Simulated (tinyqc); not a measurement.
Inside a calculation. Method: MP2 on RHF in the sto-3g basis, frozen core, for H2O, spin multiplicity 1. One step of it, computed by the program tinyqc.

Problem. Second-order Moller-Plesset energy. E2 = sum_ijab (ia|jb) [2 (ia|jb) - (ib|ja)] / (e_i + e_j - e_a - e_b) over occupied i, j and virtual a, b; the opposite-spin part is (ia|jb)^2 / denominator, the rest is same-spin, and SCS-MP2 scales them by 6/5 and 1/3.

orbital energies (hartree): MO1 -20.246099, MO2 -1.230633, MO3 -0.585941, MO4 -0.435231, MO5 -0.384914, MO6 0.528276, MO7 0.670319

Two-electron integrals over orbitals (pq|rs), unique and non-zero (hartree); the lowest 1 orbital is frozen and left out:
```
p,q,r,s,(pq|rs)
2,2,2,2,0.722798
3,2,3,2,0.138073
3,3,2,2,0.627473
3,3,3,3,0.610975
4,2,2,2,-0.010492
4,2,3,3,0.005723
4,2,4,2,0.128285
4,3,3,2,0.025262
4,3,4,3,0.050329
4,4,2,2,0.672415
4,4,3,3,0.581738
4,4,4,2,-0.101896
4,4,4,4,0.749760
5,2,5,2,0.147370
5,3,5,3,0.027317
5,4,5,2,-0.044838
5,4,5,4,0.052117
5,5,2,2,0.750145
5,5,3,3,0.613042
5,5,4,2,-0.073647
5,5,4,4,0.714379
5,5,5,5,0.880159
6,2,2,2,0.137009
6,2,3,3,0.068901
6,2,4,2,0.026133
6,2,4,4,0.078558
6,2,5,5,0.151128
6,2,6,2,0.097735
6,3,3,2,-0.041954
6,3,4,3,-0.034014
6,3,6,3,0.076033
6,4,2,2,0.109568
6,4,3,3,0.044645
6,4,4,2,-0.035987
6,4,4,4,0.126734
6,4,5,5,0.130423
6,4,6,2,0.062495
6,4,6,4,0.079598
6,5,5,2,0.056158
6,5,5,4,0.001702
6,5,6,5,0.036472
6,6,2,2,0.598988
6,6,3,3,0.558172
6,6,4,2,0.054802
6,6,4,4,0.543765
6,6,5,5,0.579381
6,6,6,2,0.092073
6,6,6,4,0.047373
6,6,6,6,0.586073
7,2,3,2,0.048198
7,2,4,3,-0.031363
7,2,6,3,0.032545
7,2,7,2,0.065376
7,3,2,2,0.152804
7,3,3,3,0.089445
7,3,4,2,-0.075016
7,3,4,4,0.154987
7,3,5,5,0.196861
7,3,6,2,0.073806
7,3,6,4,0.087397
7,3,6,6,0.040476
7,3,7,3,0.154694
7,4,3,2,-0.074076
7,4,4,3,-0.004723
7,4,6,3,0.050062
7,4,7,2,-0.017493
7,4,7,4,0.068544
7,5,5,3,0.023885
7,5,7,5,0.025073
7,6,3,2,0.094421
7,6,4,3,0.055096
7,6,6,3,-0.068733
7,6,7,2,-0.005778
7,6,7,4,-0.058695
7,6,7,6,0.115930
7,7,2,2,0.617456
7,7,3,3,0.596138
7,7,4,2,-0.018004
7,7,4,4,0.596975
7,7,5,5,0.619876
7,7,6,2,0.065989
7,7,6,4,0.047141
7,7,6,6,0.556557
7,7,7,3,0.098197
7,7,7,7,0.610024
```

Hartree-Fock energy = -74.95878518 hartree

Give: Terms; Pair energies; MP2 correlation energy; SCS-MP2 correlation energy; MP2 total energy.

Solution.

Terms:
```
i,j,a,b,(ia|jb),(ib|ja),denominator,term
3,3,7,7,0.1547,0.1547,-2.5125,-0.0095
4,3,6,7,0.0874,0.0501,-2.2198,-0.0049
3,4,7,6,0.0874,0.0501,-2.2198,-0.0049
4,4,6,6,0.0796,0.0796,-1.9270,-0.0033
3,2,7,6,0.0738,0.0325,-3.0152,-0.0028
2,3,6,7,0.0738,0.0325,-3.0152,-0.0028
2,2,6,6,0.0977,0.0977,-3.5178,-0.0027
3,3,6,6,0.0760,0.0760,-2.2284,-0.0026
4,4,7,7,0.0685,0.0685,-2.2111,-0.0021
4,2,6,6,0.0625,0.0625,-2.7224,-0.0014
2,4,6,6,0.0625,0.0625,-2.7224,-0.0014
2,2,7,7,0.0654,0.0654,-3.8019,-0.0011
5,5,6,6,0.0365,0.0365,-1.8264,-0.0007
5,5,7,7,0.0251,0.0251,-2.1105,-2.98e-04
4,3,7,6,0.0501,0.0874,-2.2198,-2.87e-04
3,4,6,7,0.0501,0.0874,-2.2198,-2.87e-04
4,2,7,7,-0.0175,-0.0175,-3.0065,-1.02e-04
2,4,7,7,-0.0175,-0.0175,-3.0065,-1.02e-04
3,2,6,7,0.0325,0.0738,-3.0152,9.41e-05
2,3,7,6,0.0325,0.0738,-3.0152,9.41e-05
```

Pair energies (hartree; pair i-j sums ij and ji):
```
pair,opposite spin,same spin
2-2,-0.0038,0.0000
3-2,-0.0043,-0.0011
3-3,-0.0121,0.0000
4-2,-0.0031,0.0000
4-3,-0.0091,-0.0013
4-4,-0.0054,0.0000
5-5,-0.0010,0.0000
```

MP2 correlation energy = -0.041311 hartree

SCS-MP2 correlation energy = -0.047506 hartree

MP2 total energy = -75.000096 hartree
